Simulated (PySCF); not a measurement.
## Ionisation energy of Ne by level of theory

Ne [Ne] (1S) → Ne⁺ [He] 2s2 2p5 (2P), as a difference of total energies. All numbers are calculated (PySCF 2.14, scalar relativity by spin-free X2C-1e, in x2c-QZVPPall with one added diffuse shell each of s, p, d, f type (8s5p4d3f1g, 73 functions)). Correlated levels: valence: 1s2 frozen. The calculations carry no spin-orbit coupling.

| method | ionisation energy (eV) |
| --- | --- |
| UHF | 19.639 |
| MP2 (valence) | 21.687 |
| SCS-MP2 (valence) | 21.547 |
| CCSD (valence) | 21.413 |
| CCSD(T) (valence) | 21.484 |

Problem. How much does correlation contribute at CCSD(T) (valence)?

Solution. 21.484 − (19.639) = 1.845 eV, measured against UHF.

Errors of the correlated levels include the incompleteness of this basis and the frozen core.

For comparison: 21.597 eV (measured; NIST levels, between the centres of gravity of the two terms).
